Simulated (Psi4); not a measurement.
# CH2AlN (SMILES N#[C][AlH2]): M06-L/def2-TZVP (sweep point 8)

What is the vertical electron affinity of CH2AlN at M06-L/def2-TZVP (sweep point 8)? Input form: a Python script.

Program for the calculation: Psi4 1.11.

**1. The structure to begin with**

CH2AlN: 5 atoms, total charge 0, spin state singlet. SMILES: `N#[C][AlH2]`. The shape is that of a PBE0-D4/def2-TZVP optimisation.

Bond lengths: N1–C2 1.154 Å, C2–Al3 1.938 Å, Al3–H4 1.573 Å, Al3–H5 1.572 Å. Angles: N1–C2–Al3 180.0°, C2–Al3–H4 117.0°, C2–Al3–H5 117.0°, H4–Al3–H5 126.1°.

**2. A single-point energy at M06-L/def2-TZVP (sweep point 8)**

job.py

```python
import psi4

psi4.set_memory('1600 MB')
psi4.set_num_threads(1)
psi4.set_output_file('output.dat', False)

geom = psi4.geometry("""
N      1.382300    -1.346000     1.394200
C      0.714200    -0.698000     0.711800
Al    -0.407200     0.390000    -0.434600
H     -1.629700    -0.322900    -1.120200
H     -0.009700     1.903200    -0.592600
symmetry c1
""")

psi4.set_options({
    'basis': 'def2-TZVP',
    'puream': True,
    'scf_type': 'pk',
    'dft_radial_points': 99,
    'dft_spherical_points': 590,
})

result = psi4.energy("m06-l")
print(f'm06-l energy: {result:.10f} Eh')
```

Launch:

```sh
$ python job.py
```

output.dat, shortened:

```text
[...]
  Running in c1 symmetry.
[...]
  Nuclear repulsion =   69.014155576228063
[...]
  Multiplicity = 1
[...]
  Nalpha       = 14
  Nbeta        = 14
[...]
    Number of basis functions: 111
[...]
   @RKS iter   1:  -336.30503271107125   -5.87807e-01   5.70863e-03 DIIS/ADIIS
[...]
   @RKS iter   9:  -336.49203409622095   -8.63673e-09   3.16450e-07 DIIS
[...]
    Orbital Energies [Eh]
    ---------------------
    Doubly Occupied:
       1A    -55.790325     2A    -14.173120     3A    -10.054406
       4A     -4.132896     5A     -2.645505     6A     -2.636343
       7A     -2.633529     8A     -0.858166     9A     -0.480842
      10A     -0.370901    11A     -0.327731    12A     -0.322854
      13A     -0.308581    14A     -0.301380
[...]
  @RKS Final Energy:  -336.49203409622095
   => Energetics <=
    Nuclear Repulsion Energy =             69.0141555762280632
    One-Electron Energy =                -600.6292586096396917
    Two-Electron Energy =                 226.8142721571133507
    DFT Exchange-Correlation Energy =     -31.6912032199226950
    Empirical Dispersion Energy =           0.0000000000000000
    VV10 Nonlocal Energy =                  0.0000000000000000
    Total Energy =                       -336.4920340962209480
[...]
 Multipole Moments:
 ------------------------------------------------------------------------------------
     Multipole            Electronic (a.u.)      Nuclear  (a.u.)        Total (a.u.)
 ------------------------------------------------------------------------------------
 L = 1.  Multiply by 2.5417464519 to convert [e a0] to [Debye]
 Dipole X            :          0.6643648           -1.4258200           -0.7614552
 Dipole Y            :         -0.6444039            1.3831863            0.7387824
 Dipole Z            :          0.6796584           -1.4576532           -0.7779948
 Magnitude           :                                                    1.3156327
[...]
```

The script printed:

```text
m06-l energy: -336.4920340962 Eh
```

Wall time 29 s (1 thread of AMD EPYC 7R43 (Zen 3), shared host); peak memory 0.63 GiB.

**3. The doublet anion at the same level**

run.py

```python
import psi4

psi4.set_memory('1600 MB')
psi4.set_num_threads(1)
psi4.set_output_file('run.log', False)

m = psi4.geometry("""
-1 2
N      1.382300    -1.346000     1.394200
C      0.714200    -0.698000     0.711800
Al    -0.407200     0.390000    -0.434600
H     -1.629700    -0.322900    -1.120200
H     -0.009700     1.903200    -0.592600
symmetry c1
""")

psi4.set_options({
    'basis': 'def2-TZVP',
    'reference': 'uks',
    'puream': True,
    'scf_type': 'pk',
    'dft_radial_points': 99,
    'dft_spherical_points': 590,
    'maxiter': 150,
})

e = psi4.energy('m06-l')
print(f'total energy {e:.8f} hartree = {e * 27.211386:.5f} eV')
```

Launch:

```sh
$ python run.py
```

run.log, shortened:

```text
[...]
  Running in c1 symmetry.
[...]
  Nuclear repulsion =   69.014155576228063
[...]
  Multiplicity = 2
[...]
  Nalpha       = 15
  Nbeta        = 14
[...]
    Number of basis functions: 111
[...]
   @UKS iter   1:  -336.06246834294814   -3.45243e-01   7.87244e-03 DIIS/ADIIS
[...]
   @UKS iter  11:  -336.51590037713368   -6.17239e-08   5.61676e-07 DIIS
[...]
   @S^2 Observed:                7.582732075E-01
[...]
    Orbital Energies [Eh]
    ---------------------
    Alpha Occupied:
       1A    -55.541600     2A    -13.966961     3A     -9.859350
       4A     -3.886208     5A     -2.395617     6A     -2.391225
       7A     -2.389216     8A     -0.664764     9A     -0.272577
      10A     -0.170805    11A     -0.132880    12A     -0.132045
      13A     -0.115509    14A     -0.098049    15A      0.059070
    Alpha Virtual:
      16A      0.166163    17A      0.174169    18A      0.192507
      19A      0.202504    20A      0.263645    21A      0.276392
      22A      0.293985    23A      0.324094    24A      0.361864
      25A      0.374146    26A      0.402270    27A      0.405549
[...]
  @UKS Final Energy:  -336.51590037713368
   => Energetics <=
    Nuclear Repulsion Energy =             69.0141555762280632
    One-Electron Energy =                -606.7199898656735968
    Two-Electron Energy =                 233.0656339263260008
    DFT Exchange-Correlation Energy =     -31.8757000140141287
    Empirical Dispersion Energy =           0.0000000000000000
    VV10 Nonlocal Energy =                  0.0000000000000000
    Total Energy =                       -336.5159003771336756
[...]
 Multipole Moments:
 ------------------------------------------------------------------------------------
     Multipole            Electronic (a.u.)      Nuclear  (a.u.)        Total (a.u.)
 ------------------------------------------------------------------------------------
 L = 1.  Multiply by 2.5417464519 to convert [e a0] to [Debye]
 Dipole X            :          1.5022350           -1.4258200            0.0764150
 Dipole Y            :         -1.4572055            1.3831863           -0.0740191
 Dipole Z            :          1.5357891           -1.4576532            0.0781360
 Magnitude           :                                                    0.1319974
[...]
```

The script printed:

```text
total energy -336.51590038 hartree = -9157.06406 eV
```

It took 56 s on 1 thread of AMD EPYC 7R43 (Zen 3), shared host; peak memory 0.63 GiB.

**4. Summary of results**

Level: M06-L/def2-TZVP (sweep point 8).

```
                                         quantity          value
                     singlet CH2AlN: total energy  -336.49203 Eh
                    singlet CH2AlN: dipole moment         3.34 D
                      singlet CH2AlN: HOMO energy       -8.20 eV
                      singlet CH2AlN: LUMO energy       -2.80 eV
                    singlet CH2AlN: HOMO–LUMO gap        5.40 eV
                      doublet anion: total energy  -336.51590 Eh
doublet anion: HOMO energy (highest over α and β)        1.61 eV
 doublet anion: LUMO energy (lowest over α and β)        2.63 eV
                              doublet anion: ⟨S²⟩          0.758
vertical electron affinity (to the doublet anion)       0.649 eV
```

In words: At fixed nuclei the extra electron is bound by 0.65 eV (15.0 kcal/mol). The basis has no diffuse functions, so the error can be as large as this value. The HOMO (doublet anion) lies at positive energy, 1.61 eV, as semi-local functionals often give for anions; only total energies tell whether the electron is bound.
